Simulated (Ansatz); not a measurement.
C$_{2}$H$_{6}$Al, SMILES `[CH3][Al][CH3]` radical, relaxed with UKS PBE0-D4/def2-TZVP in Ansatz from a PBE-D4/def2-SVP geometry. The force threshold is 0.005 eV/Å; the program also tests the step.

The species carries charge 0 and has multiplicity 2.

Start:

```xyz
9

C    -0.483   -1.622   -0.153
Al   -0.867    0.297   -0.510
C     0.436    1.656    0.125
H     0.478   -1.755    0.390
H    -0.430   -2.203   -1.099
H    -1.291   -2.085    0.453
H     1.428    1.455   -0.340
H     0.569    1.551    1.225
H     0.160    2.706   -0.091
```

```csv
step,energy (eV),largest force (eV/Å),largest move (Å)
1,-8763.1158,0.473,0.000
2,-8763.1440,0.138,0.025
3,-8763.1468,0.006,0.009
4,-8763.1468,0.001,0.002
```

End:

```xyz
9

C    -0.479   -1.610   -0.152
Al   -0.856    0.293   -0.503
C     0.436    1.641    0.126
H     0.469   -1.741    0.380
H    -0.429   -2.180   -1.086
H    -1.274   -2.064    0.448
H     1.414    1.446   -0.330
H     0.564    1.543    1.211
H     0.156    2.672   -0.093
```

Hardware: 2 threads of a server CPU on a shared host. Wall time 16 s, peak host memory 0.27 GiB.
